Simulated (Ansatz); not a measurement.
# CH4BN: taking an electron away

One table from this session's results is given with a row withheld; the runs are named, their logs left out.

Computed with Ansatz 0.2.0, Gaussian basis. Level: unrestricted cation, the program's frozen cores in correlated methods.

The runs, in order: UKS PBE-D4/def2-TZVPP; UKS r2SCAN-D4/def2-TZVPP; UKS PBE0-D4/def2-TZVPP; UKS B3LYP-D4/def2-TZVPP; UKS wB97X-V/def2-TZVPP; UKS wB97M-V/def2-TZVPP; UKS B2PLYP/def2-TZVPP; UHF-CCSD(T)/def2-TZVPP; UHF-MP2/def2-QZVPP; extrapolation to the limit; then −ε(HOMO) from the neutral's earlier runs with LDA (SPW92), PBE-D4, revPBE-D4, BLYP-D4, r2SCAN-D4, B97M-V, PBE0-D4, B3LYP-D4, r2SCANh-D4, r2SCAN0-D4, HSE06-D4, BHLYP-D4, CAM-B3LYP-D4, LC-ωPBE, ωB97X-V, ωB97M-V.

1 further run of the same task is left out (it didn't finish). Runs told in other sessions of the task aren't counted.

## Structure used throughout

All runs share one geometry, relaxed beforehand with PBE0-D4 in a triple-zeta def2 set.

7 atoms, charge 0, spin multiplicity 1.

Atoms are counted from 1 here; the program's logs count them from 0.

Bond lengths: B1–C2 1.561 Å, B1–H4 1.192 Å, B1–H5 1.197 Å, C2–N3 1.277 Å, C2–H6 1.100 Å, N3–H7 1.023 Å. Angles: C2–B1–H4 119.4°, C2–B1–H5 120.0°, H4–B1–H5 120.6°, B1–C2–N3 117.8°, B1–C2–H6 120.8°, N3–C2–H6 121.2°, C2–N3–H7 111.4°.

The first run:

Contents of in.yaml:

```yaml
crystal:
  periodic: [false, false, false]
  atoms:
    - {symbol: B, position_ang: [-0.874145, 0.336474, -0.625161]}
    - {symbol: C, position_ang: [0.408031, 0.096867, 0.233028]}
    - {symbol: N, position_ang: [0.786145, -1.109671, 0.413264]}
    - {symbol: H, position_ang: [-1.158407, -0.441773, -1.482160]}
    - {symbol: H, position_ang: [-1.577119, 1.278312, -0.399509]}
    - {symbol: H, position_ang: [0.912704, 0.933627, 0.738477]}
    - {symbol: H, position_ang: [1.564092, -1.161736, 1.076261]}
basis:
  gaussian: {orbitals: def2-TZVPP}
total_charge: 1
magnetization: {spin_polarized: true, initial_magnetization: 1}
hamiltonian: {xc: pbe, dispersion: d4}
```

Launch:

```bash
$ ansatz run in.yaml --threads 2 --pin off --events-out ev --progress --plain --max-ram 4352MiB
```

Steps of the session up to this table: Cation, UKS PBE-D4/def2-TZVPP; Cation, UKS r2SCAN-D4/def2-TZVPP; Cation, UKS PBE0-D4/def2-TZVPP; Cation, UKS B3LYP-D4/def2-TZVPP; Cation, UKS wB97X-V/def2-TZVPP; Cation, UKS wB97M-V/def2-TZVPP; Cation, UKS B2PLYP (frozen core)/def2-TZVPP; Cation, UHF-CCSD(T)/def2-TZVPP; Cation, UHF-MP2/def2-QZVPP.

One table of the session follows, with a row left open; its other results are not shown here.

It belongs to the step «Ionisation energies side by side». Orbital estimates, from the neutral's runs:

```
  functional  −ε(HOMO) (eV)
 LDA (SPW92)           6.25
      PBE-D4           6.19
   revPBE-D4           6.15
     BLYP-D4           6.12
   r2SCAN-D4           6.48
      B97M-V           6.71
     PBE0-D4           7.69
    B3LYP-D4           7.47
  r2SCANh-D4           7.04
  r2SCAN0-D4           7.89
    HSE06-D4           7.28
    BHLYP-D4           9.15
CAM-B3LYP-D4              ?
     LC-ωPBE          10.48
     ωB97X-V          10.16
     ωB97M-V          10.07
```

Q: Estimate the row for CAM-B3LYP-D4 from the others.

**Answer.** −ε(HOMO) (eV): 9.14. In the column «−ε(HOMO) (eV)» it lies between r2SCAN0-D4 (7.89) and BHLYP-D4 (9.15).
